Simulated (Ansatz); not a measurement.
System: C2H3, net charge 0, doublet state. It need not be the lowest isomer of its formula. 
Coordinates optimised at B3LYP-D3(BJ)/def2-TZVP (Ansatz, an electronic-structure program):
SMILES: [CH]=C
```xyz
5

C      0.0510    -0.5838    -0.0118
C      0.0446     0.7173     0.0179
H     -0.8735    -1.1638    -0.0541
H      0.9720    -1.1602     0.0038
H     -0.6722     1.5232     0.0139
```
Charge 0, spin multiplicity 2.

Basis-set convergence of Hartree-Fock and CCSD correlation energies (hartree) with Ansatz. Cores are frozen in the correlated levels unless marked. Open shells are spin-unrestricted. Spin-orbit coupling is left out. Non-relativistic.

The UHF reference is spin-contaminated (<S^2> 0.18 over the pure value in the largest basis). 

```json
[
 {"basis": "cc-pVDZ", "functions": "43", "E(HF)": "-77.39760", "E(corr, CCSD)": "-0.26751"},
 {"basis": "cc-pVTZ", "functions": "102", "E(HF)": "-77.41972", "E(corr, CCSD)": "-0.31867"},
 {"basis": "cc-pVQZ", "functions": "200", "E(HF)": "-77.42479", "E(corr, CCSD)": "-0.33405"}
]
```

Extrapolating the two largest sets (X = 3 and 4) as X^-3: E(corr) = (64·(-0.33405) - 27·(-0.31867))/37 = -0.3453 Eh, an estimate of the basis-set limit. The largest set recovers 96.7 % of it, the smallest 77.5 %.
